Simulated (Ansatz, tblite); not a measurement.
# The cluster Ge₂O+: rung by rung

One table from this session's results is given with a row withheld; the runs are named, their logs left out.

The runs use Ansatz 0.2.0, Gaussian basis; as each input shows.

Plan: GFN1-xTB, GFN2-xTB, PBE-D4/def2-TZVP, r2SCAN-D4/def2-TZVP, r2SCAN0-D4/def2-TZVP, PBE-QIDH/def2-TZVP, BHLYP-D4/def2-TZVP, LDA/def2-TZVP, ωB97X-V/def2-TZVP, PBE-D4/def2-SVP, PBE0-D4/def2-SVP, HF/STO-3G, HF/6-31G, B3LYP-D4/6-31G, CCSD(T)/def2-TZVPP, MP2/def2-TZVP, RPA/def2-TZVP.

### The structure

The geometry is that of the doublet, from an earlier relaxation (PBE0-D4/def2-TZVP). At that level it is the lowest of the isomers that a small search found.

3 atoms, charge 1, spin multiplicity 2.

Bond lengths: Ge1–O3 1.756 Å, Ge2–O3 1.756 Å. Angles: Ge1–O3–Ge2 180.0°.

Geometry (Å):

```
Ge    0.1006   -0.8953    1.5078
Ge   -0.1009    0.8951   -1.5078
O     0.0003    0.0002    0.0000
```

The ion is computed in the gas phase, without counter-ions or solvent.

PBE0-D4/def2-TZVP was run before; its log isn't repeated, and its numbers join the tables.

Set-up of the first run:

Tight binding, by tblite at 300 K electronic temperature and without a spin-polarisation term:

```python
tblite.interface.Calculator('GFN1-xTB', numbers, positions, charge=1, uhf=1).singlepoint()
```

Tight binding, by tblite at 300 K electronic temperature and without a spin-polarisation term:

```python
tblite.interface.Calculator('GFN2-xTB', numbers, positions, charge=1, uhf=1).singlepoint()
```

start.molden holds the orbitals of an earlier run on this state, given as this run's starting guess.

File in.yaml:

```yaml
crystal:
  periodic: [false, false, false]
  atoms:
    - {symbol: Ge, position_ang: [0.100567, -0.895301, 1.507751]}
    - {symbol: Ge, position_ang: [-0.100851, 0.895130, -1.507760]}
    - {symbol: O, position_ang: [0.000285, 0.000172, 0.000009]}
basis:
  gaussian: {orbitals: def2-TZVP, initial_orbitals: start.molden}
total_charge: 1
magnetization: {spin_polarized: true, initial_magnetization: 1}
hamiltonian: {xc: pbe, dispersion: d4}
scf: {omitted_lower_state_checks: [starts]}
output: {orbitals: {seedname: orbitals}}
```

Command:

```bash
> ansatz run in.yaml --threads 4 --pin off --events-out ev --progress --plain --max-ram 3916MiB
```

Among the steps run: PBE-D4/def2-TZVP; r2SCAN-D4/def2-TZVP; r2SCAN0-D4/def2-TZVP; PBE-QIDH/def2-TZVP; BHLYP-D4/def2-TZVP; LDA/def2-TZVP; ωB97X-V/def2-TZVP; PBE-D4/def2-SVP; PBE0-D4/def2-SVP; HF/STO-3G; HF/6-31G; B3LYP-D4/6-31G; CCSD(T)/def2-TZVPP; MP2/def2-TZVP; RPA/def2-TZVP.

One table of the session follows, with a row left open; its other results are not shown here.

It belongs to the step «Levels side by side». 

```
               level  HOMO (eV)  LUMO (eV)  gap (eV)
           HF/STO-3G      -9.82      -1.91      7.91
            HF/6-31G     -10.95      -5.41      5.54
       LDA/def2-TZVP          ?          ?         ?
     PBE-D4/def2-SVP      -9.26      -9.09      0.17
    PBE-D4/def2-TZVP      -9.24      -9.05      0.19
 r2SCAN-D4/def2-TZVP      -9.52      -8.95      0.57
      B3LYP-D4/6-31G      -9.62      -8.36      1.26
    PBE0-D4/def2-SVP      -9.90      -8.21      1.69
   PBE0-D4/def2-TZVP      -9.87      -8.16      1.71
r2SCAN0-D4/def2-TZVP     -10.09      -8.11      1.98
  BHLYP-D4/def2-TZVP     -10.29      -7.19      3.10
   ωB97X-V/def2-TZVP     -11.31      -6.11      5.20
```

**Question.** Estimate the row for LDA/def2-TZVP.

The run gave: HOMO (eV): -9.33; LUMO (eV): -9.33; gap (eV): 0.00. In the column «HOMO (eV)» it lies between r2SCAN-D4/def2-TZVP (-9.52) and PBE-D4/def2-SVP (-9.26).
